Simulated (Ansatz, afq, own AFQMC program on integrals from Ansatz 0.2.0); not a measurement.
## Atomization energy of SiHO, quartet, worked out

```xyz
3

Si    0.0000   -0.0944    0.5921
O     0.0000    0.0915   -1.1262
H     0.0000    1.1795    1.3768
```

Connectivity, by distances: SiH–O.

Basis cc-pVDZ. Noble-gas cores (and the filled d shells of Ga–Kr and In–Xe) are frozen. AFQMC by an in-house program on the Cholesky factors that Ansatz 0.2.0 writes for its CCSD(T) run. The CISD trial takes its coefficients from CCSD amplitudes. Released means that phaseless walkers are propagated on without the constraint, phases kept. Uncertainties: one standard error, sampling alone.

Total energies in eV. CBS is CCSD(T) at the limit of def2-TZVPP/QZVPP (MP2 extrapolated, CCSD(T) minus MP2 added); the highest rung of each member is named.

Cautions: SiHO (quartet): lower spins were not checked.

```
       member  count  CCSD(T)/cc-pVDZ  highest rung in cc-pVDZ     which  CCSD(T)/CBS
 Si (triplet)     +1       -7861.7800               -7861.7922       FCI   -7862.5673
  O (triplet)     +1       -2038.4036               -2038.4088       FCI   -2041.0257
  H (doublet)     +1         -13.5861                 -13.5861       FCI     -13.6059
SiHO, quartet     -1       -9918.4336               -9918.4735  CCSDT(Q)   -9922.9098
```

Work out the best estimate of the atomization energy: the CCSD(T)/CBS difference plus the step from CCSD(T) to the highest rung.

Sums with the counts: CCSD(T)/CBS 5.7109 eV, highest rung 4.6864 eV, CCSD(T)/cc-pVDZ 4.6639 eV. The step is 4.6864 − 4.6639 = 0.0225 eV, so the best estimate is 5.7109 + (0.0225) = 5.7334 eV. The basis set is worth 1.047 eV of it. Zero-point, core-correlation and spin–orbit terms aren't in it. Past Ne the Hartree–Fock part of each CBS total tends to overshoot, since the cores don't follow the formula; that largely cancels in the difference.

Best estimates are given only where the step beyond CCSD(T) is under 0.3 eV and no member's determinant is very poor (T1 over 0.05, or 0.07 for open shells, ⟨S²⟩ too high by 0.3, two states mixed), so the hardest cases are missing from such tables.

CCSDT and higher add their correlation energy to the determinant of the CCSD(T) run, since their own runs factorise the integrals more tightly (a shift of under 2 meV). Each member of a difference takes its own highest rung, so a best estimate needn't equal the limit plus the step of one row.
